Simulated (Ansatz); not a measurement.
Geometry optimisation, RKS B3LYP/def2-SVP in Ansatz.

Input file:

```yaml
crystal:
  periodic: [false, false, false]
  atoms:
    - { symbol: Si, position_ang: [0.0, 0.0, 0.0] }
    - { symbol: F, position_ang: [0.0, 0.0, 1.94] }
    - { symbol: H, position_ang: [1.3768, 0.0, -0.4862] }
    - { symbol: H, position_ang: [-0.6877, 1.1914, -0.4862] }
    - { symbol: H, position_ang: [-0.6877, -1.1914, -0.4862] }
    - { symbol: Cl, position_ang: [-2.306, 0.0, 0.7662] }
    - { symbol: H, position_ang: [-1.1666, 0.0, 1.849] }
basis:
  gaussian: { orbitals: def2-SVP }
hamiltonian:
  xc: b3lyp
relax:
  f_tol: 0.15
  max_steps: 25
  restrain:
    - { distance: [0, 5], at: 3.33, k: 30.0 }
    - { distance: [6, 1], at: 2.12, k: 30.0 }
    - { distance: [0, 1], at: 1.59, k: 30.0 }
    - { distance: [6, 5], at: 1.37, k: 30.0 }
```

Run as:

```bash
$ ansatz run input.yaml --threads 1 --pin off --max-ram 2048MiB --backend cpu --events-out ev --progress --plain --runs-dir out
```

Task: Where does it end, and by what steps?

Result: The run converged. The restraints hold the end off the free minimum. After 5 steps the energy has fallen by 2.208 eV (the restraints' own energy left out); Cl6 moved furthest, 0.71 Å. Parted: Si1–Cl6 (2.43 → 3.34 Å).

| step | energy less start (eV) | largest force component (eV/Å) | accepted |
| --- | --- | --- | --- |
| 0 | 0.0000 | 2.056 | yes |
| 1 | -0.7105 | 3.035 | yes |
| 2 | -1.3000 | 4.895 | yes |
| 3 | -1.8686 | 3.409 | yes |
| 4 | -2.1940 | 1.147 | yes |
| 5 | -2.2079 | 1.006 | yes |

```xyz
7
Properties=species:S:1:pos:R:3
Si 0.217 0.000 -0.071
F 0.245 0.000 1.548
H 1.642 0.000 -0.514
H -0.448 1.234 -0.557
H -0.448 -1.234 -0.557
Cl -2.864 0.000 1.212
H -1.816 0.000 2.036
```

Time of the run: 13 s on 1 thread of Arm Neoverse V2 (shared host), peak memory 0.14 GiB.
